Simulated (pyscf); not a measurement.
Optimised with ωB97X-D3(BJ)/def2-SVP in PySCF.

Q: Estimate the classical barrier height and the reaction energy of H₃Si–GeH₂–SiH₃ → H₂Si=GeH–SiH₃ + H₂ at ωB97M-D3(BJ)/def2-TZVP. The step runs on the singlet surface, breaks H–Si, Ge–H and forms H–H; take the reactant's lowest minimum found as zero.

A: ΔE‡ = 71.1 kcal/mol, ΔE = +47.6 kcal/mol. Zero-point energy shifts the barrier by -2.2 kcal/mol. It is an elimination, with an imaginary mode of 1185i cm⁻¹. At the saddle there is also a short H–Si contact that neither side keeps. The same reactants have a lower exit, to SiH₄ + H₃Si–GeH: [singlet] (highest point, the separated products, at +41.4 kcal/mol at ωB97M-D3(BJ), against +71.1 kcal/mol here). H₂Si=GeH–SiH₃ may be a fragile minimum: a first optimisation, from another start, lost the drawn bonds. H₂Si=GeH–SiH₃ lies 6.2 kcal/mol over its isomer H₃Si–Ge:–SiH₃ [singlet] (electronic energy, ωB97M-D3(BJ)). This is the saddle that the search found; another between the same sides may lie lower. Elements up to Kr have no core potential and no relativistic terms here.
